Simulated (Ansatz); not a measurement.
Input file:

```yaml
crystal:
  periodic: [false, false, false]
  atoms:
    - {symbol: B, position_ang: [0.000000, 0.000000, 0.000000]}
    - {symbol: B, position_ang: [0.000000, 0.000000, 3.031000]}
basis:
  gaussian: {orbitals: cc-pVDZ}
magnetization: {spin_polarized: false}
correlation: {method: ccsdtq, electrons: outside_noble_gas}
```

```sh
$ ansatz run in.yaml --threads 1 --pin off --events-out ev --progress --plain --max-ram 2393MiB
```

Question: Roughly how long does this take on 1 thread of AMD EPYC 7B13, shared host, and how much host memory?

Answer: 12 s wall and 0.17 GiB.

```
488 factors; integrals over basis functions are off by at most 9.9e-8 eV
mean field evaluation 1: about -1333.4439 eV, gradient 4.4e0 eV
mean field evaluation 2: about -1333.4439 eV, gradient 4.4e0 eV
mean field evaluation 4: about -1333.6494 eV, gradient 2.7e-1 eV
mean field evaluation 8: about -1333.6500 eV, gradient 5.6e-4 eV
mean field evaluation 16: about -1332.0529 eV, gradient 1.9e0 eV
mean field evaluation 32: about -1332.0849 eV, gradient 1.3e-2 eV
mean field -1333.65000086 eV, -49.0107335511 hartree, gradient 1.8e-6 eV, S^2 0.000000; 1 other end points of the search recorded, 0 dependent functions left out; unrestricted orbitals would lower it
mean field evaluation 64: about -1335.0157 eV, gradient 4.5e-2 eV
mean field evaluation 96: about -1333.6156 eV, gradient 1.3e0 eV
mean field evaluation 128: about -1334.8074 eV, gradient 2.2e0 eV
mean field evaluation 160: about -1335.0158 eV, gradient 3.9e-2 eV
...
cycle  18  -5.02107259 eV  change   -2.0e-5 eV  update   5.4e-5
cycle  19  -5.02111664 eV  change   -4.4e-5 eV  update   3.0e-5
cycle  20  -5.02114820 eV  change   -3.2e-5 eV  update   2.9e-5
cycle  21  -5.02114911 eV  change   -9.1e-7 eV  update   1.3e-5
cycle  22  -5.02114097 eV  change    8.1e-6 eV  update   5.6e-6
cycle  23  -5.02113849 eV  change    2.5e-6 eV  update   2.7e-6
cycle  24  -5.02113895 eV  change   -4.6e-7 eV  update   1.7e-6
cycle  25  -5.02113909 eV  change   -1.4e-7 eV  update   1.1e-6
cycle  26  -5.02113961 eV  change   -5.2e-7 eV  update   8.9e-7
cycle  27  -5.02113954 eV  change    6.5e-8 eV  update   4.2e-7
WARN: these amplitudes may be one of several solutions (largest doubles amplitude 0.40, level shift 0.11 eV)
Total energy: -1338.67114040 eV, -49.1952570259 hartree
```

For the same geometry and basis full CI lies 1.0 meV lower. By full CI's occupations no single determinant describes the state well.
